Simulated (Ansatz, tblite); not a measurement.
Isomers of Al₃H₄⁻ (singlet), found by a short tight-binding search and relaxed with r2SCAN-D4/def2-TZVPD in Ansatz.

The xTB rows come from tblite. Correlated methods freeze 15 core orbitals.

Run but left out: HF/def2-TZVPPD (A: restricted singlet, unstable towards broken spin symmetry); BHLYP-D4/def2-TZVPD (A: restricted singlet, unstable in another Hartree–Fock run and untested here).

A: The restricted singlet is unstable towards broken spin symmetry in Hartree–Fock (as tested in another run); at PBE-D4/def2-TZVPD, r2SCAN-D4/def2-TZVPD, PBE0-D4/def2-TZVPD, ωB97M-V/def2-TZVPD this wasn't settled. At PBE-D4/def2-TZVPD, r2SCAN-D4/def2-TZVPD the highest occupied level of the charge -1 singlet lies above zero (up to 0.14 eV). By energy differences its removal costs 1.95 eV (vertical, to the charge 0 doublet, at PBE-D4/def2-TZVPD); a positive level beside a positive removal energy at the same level points to self-interaction error. At CCSD(T)/def2-TZVPPD the restricted singlet (for correlated methods, its reference) is unstable: a solution with broken spin symmetry lies lower. B: The restricted singlet is unstable towards broken spin symmetry in Hartree–Fock (as tested in another run); at PBE-D4/def2-TZVPD, r2SCAN-D4/def2-TZVPD, PBE0-D4/def2-TZVPD, ωB97M-V/def2-TZVPD this wasn't settled. At CCSD(T)/def2-TZVPPD T1 of the charge -1 singlet is large (up to 0.024), so the single-reference result is doubtful. At CCSD(T)/def2-TZVPPD the restricted singlet (for correlated methods, its reference) is unstable: a solution with broken spin symmetry lies lower.

Other spin states weren't relaxed.

A:

Cartesian coordinates in Å:
```
Al 0.5007 0.8881 0.6726
Al -0.8063 -1.4607 0.4530
Al -0.1382 -0.1987 -1.7128
H 2.0431 0.9217 1.1715
H -1.6292 -0.6552 -0.8849
H -0.2597 2.2162 1.2087
H 0.2896 -1.7114 -0.9081
```

B:

```xyz
7

Al   -0.332    1.497   -2.027
Al    0.193    0.126    0.009
Al    1.105   -0.992    2.063
H    -0.088   -0.254   -1.709
H     0.637   -1.547    0.417
H    -0.379   -0.052    1.688
H    -1.135    1.221   -0.441
```

Question: Estimate their order by electronic energy at PBE0-D4/def2-TZVPD, counted from the lowest.

Answer: A (0.00) < B (0.69), in eV.

Question: Do the other levels pick the same lowest one?

Answer: Not GFN1-xTB. Energies above each level's lowest (eV):

```json
{"level": "GFN1-xTB", "A": "0.25", "B": "0.00"}
{"level": "GFN2-xTB", "A": "0.00", "B": "1.19"}
{"level": "PBE-D4/def2-TZVPD", "A": "0.00", "B": "0.55"}
{"level": "r2SCAN-D4/def2-TZVPD", "A": "0.00", "B": "0.64"}
{"level": "PBE0-D4/def2-TZVPD", "A": "0.00", "B": "0.69"}
{"level": "ωB97M-V/def2-TZVPD", "A": "0.00", "B": "0.73"}
{"level": "MP2/def2-TZVPPD", "A": "0.00", "B": "0.83"}
{"level": "CCSD/def2-TZVPPD", "A": "0.00", "B": "0.81"}
{"level": "CCSD(T)/def2-TZVPPD", "A": "0.00", "B": "0.74"}
```
Point groups (tolerance 0.1 Å): A C2v, B C2v. Lower isomers may exist.
